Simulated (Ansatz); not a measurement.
## SiH4⁺, doublet: the ladder up to full CI

All five atoms lie in one plane.

Geometry: a PBE0/def2-TZVP stationary point for this spin, not checked as a minimum.

| atom | x (Å) | y (Å) | z (Å) |
| --- | --- | --- | --- |
| Si | 0.0000 | 0.0000 | 0.0000 |
| H | -0.0112 | 1.0909 | 1.0838 |
| H | -0.0168 | -1.0838 | 1.0907 |
| H | 0.0168 | 1.0838 | -1.0907 |
| H | 0.0112 | -1.0909 | -1.0838 |

Basis 6-31G; Ansatz 0.2.0. Correlated methods freeze the noble-gas cores, which leaves 7 electrons in 16 orbitals. R marks a restricted (for open shells ROHF) determinant, U an unrestricted one. Active spaces: valence = (7e, 8o) chosen from the atoms' valence shells.

Full CI is exact within this basis and frozen core; it isn't the basis-set limit. The frozen core follows each run's orbitals, which can shift R against U totals by a few meV.

For open shells CISD and CISDTQ are restricted-active-space CI with the open shells as a complete middle space.

```
UHF ⟨S²⟩                          : 0.814
T1 diagnostic (RCCSD)             : 0.0295
largest doubles amplitude (RCCSD) : 0.076
T1 diagnostic (UCCSD)             : 0.0171
```

```csv
level,E − E(RHF) (eV)
UHF,-0.3911
RMP2,-1.7213
UMP2,-1.7501
RCCSD,-2.4472
UCCSD,-2.4465
RCCSD(T),-2.4785
UCCSD(T),-2.4755
```

Problem. Estimate how far full CI in 6-31G lies from RCCSD(T). The table doesn't fix it; the size of (T) and the diagnostics are the guide.

Solution. Full CI in 6-31G lies 0.50 mEh below RCCSD(T), which is 44 % of the (T) step (-1.15 mEh). The diagnostics give no warning, yet the rest is a sizeable part of (T).

The other levels:

```tsv
level	E − E(full CI) (mEh)	share of correlation (%)	wall time
CISD	4.86	94.70	0.45 s
BCCD(T)	0.56	99.39	1.3 s
RCCSDT	0.02	99.98	–
UCCSDT	0.02	99.98	–
CISDTQ	0.07	99.92	2.1 s
RCCSDT(Q)	0.00	100.00	3.1 s
UCCSDT(Q)	0.00	100.00	2.6 s
RCCSDTQ	0.00	100.00	15 s
UCCSDTQ	0.00	100.00	16 s
CASSCF (valence space)	15.93	82.61	–
NEVPT2 (valence space)	3.82	95.83	2.4 s
MRCISD (valence space)	0.24	99.74	–
MRCISD+Q (valence space)	0.09	99.90	3 s
```

The correlation energy at full CI, counted from RHF, is -2.492 eV. That run took 2.6 s on 1 thread of Intel Xeon Platinum 8259CL, shared host over 136,152 determinants.

Times hold each run's SCF and search for its determinant on a shared host, so for small cases they say little of a method's own cost; they ran on 1 thread of Intel Xeon Platinum 8259CL.

The full-CI state has the irrep Ag of D2h, in the program's axes (one component, if the state is degenerate).

Natural occupations of full CI about the gap: 1.968 1.955 1.955 1.004 0.042 0.028 0.028 0.008 0.003 0.003; effectively unpaired electrons, Σ n²(2−n)², 1.03.
